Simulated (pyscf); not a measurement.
Thermochemistry of product channels of H₃C–S–CH₃ + H atom (H•) on the doublet surface, in kJ/mol, from CCSD(T)/def2-TZVPP + ΔMP2(QZVPP) energies (ideal gas, 1 atm, RRHO with modes under 100 cm⁻¹ raised to 100, one conformer, R ln 2 for rigid chiral ones). Structures and frequencies: ωB97X-D3(BJ)/def2-SVP in PySCF. MP2 and CC: frozen core, UHF for open shells. ΔMP2 is the change of the MP2 total energy from the triple- to the quadruple-zeta basis.

```tsv
products	ΔE	ΔH(298 K)	ΔG(298 K)	ΔG(600 K)
methyl (CH₃•) + H₃C–SH	?	-58.8	-73.9	?
methane (CH₄) + H₃C–S•	-144.4	-133.1	-144.6	-154.5
```

Task: Some entries are withheld; supply them.

Result: 
- methyl (CH₃•) + H₃C–SH, ΔE: -59.6
- methyl (CH₃•) + H₃C–SH, ΔG(600 K): -88.7

These are energies of the channels, which say nothing of barriers. The CCSD(T) − MP2 part came from Ansatz, without density fitting, on the same reference. The orbital near-degeneracy of the XH₃O or XH₃S radical is left out.
